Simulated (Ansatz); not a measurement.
Input file:

```yaml
crystal:
  periodic: [false, false, false]
  atoms:
    - {symbol: Si, position_ang: [-0.015433, -0.009008, 0.175440]}
    - {symbol: P, position_ang: [-0.016266, -0.025151, -1.780113]}
    - {symbol: H, position_ang: [0.031698, 0.034159, 1.604673]}
basis:
  gaussian: {orbitals: def2-TZVP}
magnetization: {spin_polarized: false}
hamiltonian: {xc: {name: B3LYP}}
correlation: {method: ccsd, electrons: outside_noble_gas}
```

```sh
$ ansatz run in.yaml --threads 1 --pin off --events-out ev --progress --plain --max-ram 2393MiB
```

Log:

```
480 factors; integrals over basis functions are off by at most 1.0e-3 eV
mean field evaluation 1: about -17179.9902 eV, gradient 2.3e1 eV
mean field evaluation 2: about -17179.9933 eV, gradient 2.3e1 eV
mean field evaluation 4: about -17181.2206 eV, gradient 1.3e1 eV
mean field evaluation 8: about -17181.9362 eV, gradient 6.2e-1 eV
mean field evaluation 16: about -17181.9379 eV, gradient 2.5e-4 eV
mean field -17181.93786554 eV, -631.4245702228 hartree, gradient 1.7e-6 eV, S^2 0.000000; 0 other end points of the search recorded, 0 dependent functions left out
10 core orbitals not correlated: weight in the atoms' cores, before any rotation towards them, 1.000 or more for the frozen orbitals, at most 0.000 for the correlated occupied ones
reference -17147.55828263 eV, -630.1611438544 hartree; 5, 5 occupied and 65, 65 virtual orbitals, 480 factors
second order -7.34184444 eV of doubles, -0.29075302 eV of singles
cycle   1  -7.36577222 eV  change    2.5e-1 eV  update   1.2e-1
cycle   2  -7.68267887 eV  change   -3.2e-1 eV  update   4.9e-2
cycle   3  -7.78574179 eV  change   -1.0e-1 eV  update   1.7e-2
cycle   4  -7.79212783 eV  change   -6.4e-3 eV  update   6.1e-3
cycle   5  -7.79473965 eV  change   -2.6e-3 eV  update   2.6e-3
cycle   6  -7.79466941 eV  change    7.0e-5 eV  update   6.7e-4
cycle   7  -7.79483146 eV  change   -1.6e-4 eV  update   2.2e-4
cycle   8  -7.79496408 eV  change   -1.3e-4 eV  update   6.6e-5
cycle   9  -7.79496810 eV  change   -4.0e-6 eV  update   3.2e-5
cycle  10  -7.79494630 eV  change    2.2e-5 eV  update   1.2e-5
cycle  11  -7.79495154 eV  change   -5.2e-6 eV  update   4.7e-6
Total energy: -17155.35323418 eV, -630.4476030399 hartree
```

Ran on 1 thread of Arm Neoverse V1, shared host: 2.4 s wall, 0.14 GiB peak host memory.
